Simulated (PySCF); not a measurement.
## Working out the ionisation energy of Cl

Cl [Ne] 3s2 3p5 (2P) → Cl+ [Ne] 3s2 3p4 (3P). All numbers are calculated (PySCF 2.14, the non-relativistic Hamiltonian (point nucleus), in def2-TZVP). Frozen: [Ne]. Energies in hartree (1 hartree = 27.21139 eV):

| part | Cl (lower) | Cl+ (upper) |
| --- | --- | --- |
| UHF | -459.476810 | -459.044148 |
| CCSD correlation | -0.179505 | -0.146511 |
| (T) | -0.005685 | -0.004332 |

Problem. What does Hartree-Fock give?

Solution. (-459.044148) − (-459.476810) = 0.432662 hartree = 11.773 eV.

Problem. What do CCSD and CCSD(T) give?

Solution. The CCSD correlation energies differ by 0.032994 hartree = 0.898 eV and the triples by 0.001353 hartree = 0.037 eV, so CCSD gives 12.671 eV and CCSD(T) 12.708 eV.

Measured between the centres of the two terms (NIST): 12.974 eV, so CCSD(T) (valence) is off by -0.266 eV.

What remains against the reference includes basis incompleteness, the frozen core and higher excitations.
